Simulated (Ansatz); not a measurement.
Computed with Ansatz on PBE0-D4/def2-TZVP structures; ΔE is electronic, products minus reactants. CBS: MP2 limit from def2 TZ/QZ plus the TZ coupled-cluster correction, frozen cores. This one scheme is used for every species. Functionals use def2-TZVPP. B3LYP here is the variant with VWN-RPA as its local correlation; programs differ in this. HSE06 is defined as in plane-wave codes. Triplets are unrestricted, without spin–orbit coupling. One conformer a species, not always the lowest.

Reaction (formal loss of a carbene): `C#CCC(=O)O` → `C#CC(=O)O` + `[CH2]` (triplet)

(1) Is it downhill or uphill in electronic energy at CCSD(T)/CBS, and by how much? (Estimate.)

(2) What do these levels give: BLYP-D4, r2SCAN-D4, PBE0-D4, B3LYP-D4, HSE06-D4, BHLYP-D4, ωB97X-V, PBE0, LC-ωPBE, MP2/def2-SVP, CCSD(T)/def2-SVP, SCS-MP2/def2-QZVPP? (Best estimate.)

Largest T1 diagnostic among the species: 0.016.

Answers

(1) The calculation gave: Uphill: ΔE = +456.8 kJ/mol.

(2) Computed: BLYP-D4 440.2, r2SCAN-D4 429.8, PBE0-D4 453.7, B3LYP-D4 445.8, HSE06-D4 453.7, BHLYP-D4 440.5, ωB97X-V 469.8, PBE0 448.6, LC-ωPBE 449.8, MP2/def2-SVP 445.8, CCSD(T)/def2-SVP 437.6, SCS-MP2/def2-QZVPP 465.2 kJ/mol.

The D4 term adds +9.4 kJ/mol with B3LYP and +5.1 kJ/mol with PBE0; it sums over pairs of atoms, weighted by their polarisabilities, and B3LYP, whose exchange is more repulsive, gets the larger term. Leaving LDA and LC-ωPBE aside and taking each functional with its dispersion term where it has one, the values spread over 40.0 kJ/mol, from r2SCAN-D4 to ωB97X-V. LDA lies +78.0 kJ/mol from PBE without D4.
